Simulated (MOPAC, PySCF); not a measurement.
Bond stretch in SMILES C(=C)=C. The C1–C4 bond (C1 also carries H, H; C4 carries C) is pulled apart rigidly from the PBE0/def2-TZVP optimised geometry.

Levels: UHF/cc-pVDZ (PySCF); UKS-B3LYP/6-31G* = PySCF with unrestricted B3LYP/6-31G*, spherical d; PM7, restricted, heats of formation (MOPAC); UMP2 = PySCF with MP2 on UHF/cc-pVDZ, 3 core orbitals frozen.

Energies are in eV, each relative to the lowest point of its own curve near equilibrium.

```json
[
 {"R / Å": "0.97", "UHF": "7.935", "UKS-B3LYP/6-31G*": "7.692", "PM7": "9.493", "UMP2": "8.391"},
 {"R / Å": "1.03", "UHF": "4.667", "UKS-B3LYP/6-31G*": "4.542", "PM7": "5.875", "UMP2": "5.048"},
 {"R / Å": "1.09", "UHF": "2.493", "UKS-B3LYP/6-31G*": "2.450", "PM7": "3.412", "UMP2": "2.795"},
 {"R / Å": "1.18", "UHF": "0.681", "UKS-B3LYP/6-31G*": "0.698", "PM7": "1.304", "UMP2": "0.861"},
 {"R / Å": "1.23", "UHF": "0.211", "UKS-B3LYP/6-31G*": "0.233", "PM7": "0.719", "UMP2": "0.319"},
 {"R / Å": "1.26", "UHF": "0.066", "UKS-B3LYP/6-31G*": "0.082", "PM7": "0.418", "UMP2": "0.128"},
 {"R / Å": "1.30", "UHF": "0.000", "UKS-B3LYP/6-31G*": "0.000", "PM7": "0.049", "UMP2": "0.000"},
 {"R / Å": "1.34", "UHF": "0.053", "UKS-B3LYP/6-31G*": "0.031", "PM7": "0.000", "UMP2": "0.117"},
 {"R / Å": "1.38", "UHF": "0.177", "UKS-B3LYP/6-31G*": "0.151", "PM7": "0.166", "UMP2": "0.461"},
 {"R / Å": "1.42", "UHF": "0.350", "UKS-B3LYP/6-31G*": "0.341", "PM7": "0.421", "UMP2": "0.815"},
 {"R / Å": "1.50", "UHF": "0.797", "UKS-B3LYP/6-31G*": "0.875", "PM7": "1.116", "UMP2": "1.539"},
 {"R / Å": "1.60", "UHF": "1.467", "UKS-B3LYP/6-31G*": "1.715", "PM7": "2.175", "UMP2": "2.452"},
 {"R / Å": "1.75", "UHF": "2.539", "UKS-B3LYP/6-31G*": "3.097", "PM7": "3.848", "UMP2": "3.795"},
 {"R / Å": "1.96", "UHF": "3.884", "UKS-B3LYP/6-31G*": "4.801", "PM7": "5.937", "UMP2": "5.585"},
 {"R / Å": "2.17", "UHF": "4.774", "UKS-B3LYP/6-31G*": "6.173", "PM7": "—", "UMP2": "7.015"},
 {"R / Å": "2.32", "UHF": "5.140", "UKS-B3LYP/6-31G*": "7.015", "PM7": "—", "UMP2": "7.645"},
 {"R / Å": "2.60", "UHF": "5.476", "UKS-B3LYP/6-31G*": "7.272", "PM7": "—", "UMP2": "8.240"},
 {"R / Å": "2.84", "UHF": "5.591", "UKS-B3LYP/6-31G*": "7.254", "PM7": "—", "UMP2": "8.451"},
 {"R / Å": "3.19", "UHF": "5.656", "UKS-B3LYP/6-31G*": "7.175", "PM7": "—", "UMP2": "8.575"},
 {"R / Å": "3.47", "UHF": "5.674", "UKS-B3LYP/6-31G*": "—", "PM7": "—", "UMP2": "8.613"},
 {"R / Å": "3.88", "UHF": "5.684", "UKS-B3LYP/6-31G*": "—", "PM7": "—", "UMP2": "8.636"},
 {"R / Å": "4.50", "UHF": "5.688", "UKS-B3LYP/6-31G*": "—", "PM7": "—", "UMP2": "8.647"}
]
```

At the longest distance, 4.50 Å, UMP2 lies highest above its minimum (8.647 eV) and UHF lowest (5.688 eV).

Dashes: no converged value, or the column stops at the first point that the program doubted or that broke a chosen test of continuity, which isn't proof of a fault.

The unrestricted determinant behind UHF, UMP2 is spin-contaminated at 1.34 to 4.50 Å (<S²> up to 2.3, against 0.00 for a pure singlet). The unrestricted solution behind UKS-B3LYP/6-31G* changes between 3.19 and 3.47 Å, which can leave a kink. The unrestricted determinant behind UKS-B3LYP/6-31G* is spin-contaminated at 1.75 to 3.19 Å (<S²> up to 1.1, against 0.00 for a pure singlet). The restricted form behind PM7 keeps the bonding electrons paired and can't separate into open-shell fragments.
